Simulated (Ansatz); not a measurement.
in.yaml

```yaml
crystal:
  periodic: [false, false, false]
  atoms:
    - {symbol: C, position_ang: [0.000000, 0.000000, 0.000000]}
    - {symbol: F, position_ang: [0.000000, 0.000000, 1.079000]}
basis:
  gaussian: {orbitals: 6-31G}
magnetization: {spin_polarized: false, initial_magnetization: 3}
correlation: {method: ccsd, electrons: outside_noble_gas}
accuracy: high
scf: {omitted_lower_state_checks: [cluster_reference]}
output: {forces: true}
```

```sh
$ ansatz run in.yaml --threads 1 --pin off --events-out ev --progress --plain --max-ram 2393MiB
```

(1) Roughly how long does this take on 1 thread of Arm Neoverse V2, shared host, and how much host memory?

```
these checks for a lower state are left out or cut short: cluster_reference
356 factors; integrals over basis functions are off by at most 4.0e-9 eV
mean field evaluation 1: about -3724.5854 eV, gradient 1.5e1 eV
mean field evaluation 2: about -3724.5985 eV, gradient 1.5e1 eV
mean field evaluation 4: about -3726.1854 eV, gradient 8.8e-1 eV
mean field evaluation 8: about -3726.1917 eV, gradient 8.2e-4 eV
mean field -3726.19172034 eV, -136.9350200191 hartree, gradient 8.8e-8 eV, S^2 3.750000; 0 other end points of the search recorded, 0 dependent functions left out
2 core orbitals not correlated: weight in the atoms' cores, before any rotation towards them, 1.000 or more for the frozen orbitals, at most 0.000 for the correlated occupied ones
reference -3726.19172034 eV, -136.9350200191 hartree; 7, 4 occupied and 9, 12 virtual orbitals, 356 factors
second order -3.74345563 eV of doubles, -0.05637431 eV of singles
cycle   1  -3.83933719 eV  change   -3.8e-2 eV  update   4.4e-2
cycle   2  -3.94325367 eV  change   -1.0e-1 eV  update   1.3e-2
cycle   3  -3.96724146 eV  change   -2.4e-2 eV  update   6.5e-3
cycle   4  -3.96462646 eV  change    2.6e-3 eV  update   1.4e-3
cycle   5  -3.96440075 eV  change    2.3e-4 eV  update   3.4e-4
cycle   6  -3.96439806 eV  change    2.7e-6 eV  update   8.1e-5
cycle   7  -3.96438567 eV  change    1.2e-5 eV  update   1.8e-5
cycle   8  -3.96439159 eV  change   -5.9e-6 eV  update   5.5e-6
cycle   9  -3.96439211 eV  change   -5.2e-7 eV  update   1.6e-6
cycle  10  -3.96439191 eV  change    2.0e-7 eV  update   4.4e-7
cycle  11  -3.96439199 eV  change   -8.4e-8 eV  update   1.5e-7
cycle  12  -3.96439194 eV  change    4.7e-8 eV  update   5.3e-8
cycle  13  -3.96439195 eV  change   -9.5e-9 eV  update   1.5e-8
cycle  14  -3.96439205 eV  change   -9.2e-8 eV  update   4.3e-8
cycle  15  -3.96439202 eV  change    2.2e-8 eV  update   1.3e-8
cycle  16  -3.96439202 eV  change    1.9e-9 eV  update   3.3e-9
cycle  17  -3.96439202 eV  change  -8.8e-10 eV  update   1.0e-9
cycle  18  -3.96439202 eV  change  -7.2e-10 eV  update  4.2e-10
the calculation of the forces begins
Total energy: -3730.15611236 eV, -137.0807087388 hartree
Atom 0 at     0.000000     0.000000     0.000000 Å, force     0.000000    -0.000000   -31.686352 eV/Å
Atom 1 at     0.000000     0.000000     1.079000 Å, force    -0.000000     0.000000    31.686352 eV/Å
Dipole moment:    -0.000000     0.000000    -0.084398 e Å
Checks for a lower state left out: cluster_reference
```

Forces (eV/Å):
```
C     0.000   0.000 -31.686
F     0.000   0.000  31.686
```

Results:

(1) 0.39 s wall and 0.07 GiB.
